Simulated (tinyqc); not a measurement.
Extended Hueckel theory, for HCl, step by step. One step of it, computed by the program tinyqc.

Question. Mulliken analysis. P = C n C^T; charge = valence electrons (Cl 7, H 1) minus the sum of (P S)_ii on the atom; overlap population = 2 sum P_ij S_ij between two atoms.

coefficients:
```
               MO1        MO2       MO3        MO4        MO5
1Cl 3s    0.965340  -0.194123  0.000000   0.000000  -0.451942
1Cl 3px   0.000000   0.000000  0.543049   0.839701   0.000000
1Cl 3py   0.000000   0.000000  0.839701  -0.543049   0.000000
1Cl 3pz  -0.020531   0.729381  0.000000   0.000000  -0.907402
2H 1s     0.093444   0.429420  0.000000   0.000000   1.156062
```

occupations: 2.000000  2.000000  2.000000  2.000000  0.000000

overlap S:
```
           1Cl 3s   1Cl 3px   1Cl 3py   1Cl 3pz     2H 1s
1Cl 3s   1.000000  0.000000  0.000000  0.000000  0.337097
1Cl 3px  0.000000  1.000000  0.000000  0.000000  0.000000
1Cl 3py  0.000000  0.000000  1.000000  0.000000  0.000000
1Cl 3pz  0.000000  0.000000  0.000000  1.000000  0.482292
2H 1s    0.337097  0.000000  0.000000  0.482292  1.000000
```

Give: charges; Overlap populations.

Answer.

charges: 1Cl -0.3089, 2H 0.3089

Overlap populations:

| pair | value |
|---|---|
| 2-1 | 0.609766 |
